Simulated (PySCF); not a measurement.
propyne cation (C₃H₄), SMILES C#CC (connectivity only; charge and spin as stated), charge +1, multiplicity 2.

Coordinates come from a PBE-D3(BJ)/def2-TZVP optimisation. The spin state was assumed, not searched.

Method: PBE-D3(BJ)/def2-TZVP (PySCF).

Harmonic, unscaled wavenumbers; measured fundamentals usually lie a few per cent lower.

Computed harmonic wavenumbers and intensities:
```tsv
mode	ν (cm⁻¹)	IR (km/mol)	moving atoms (share of kinetic energy)
1	186	96.1	H 76 %, C 24 %
2	330	10.4	C 74 %, H 26 %
3	459	24.3	C 69 %, H 31 %
4	587	58.9	H 82 %, C 18 %
5	691	28.2	H 67 %, C 33 %
6	933	36.7	C 51 %, H 49 %
7	999	3.3	C 62 %, H 38 %
8	1109	21.8	H 95 %
9	1182	168.4	H 90 %, C 10 %
10	1366	14.7	H 85 %, C 15 %
11	2028	0.6	C 92 %
12	2788	112.4	H 94 %
13	2840	234.8	H 96 %
14	3058	26.2	H 91 %, C 9 %
15	3288	216.4	H 87 %, C 13 %
```
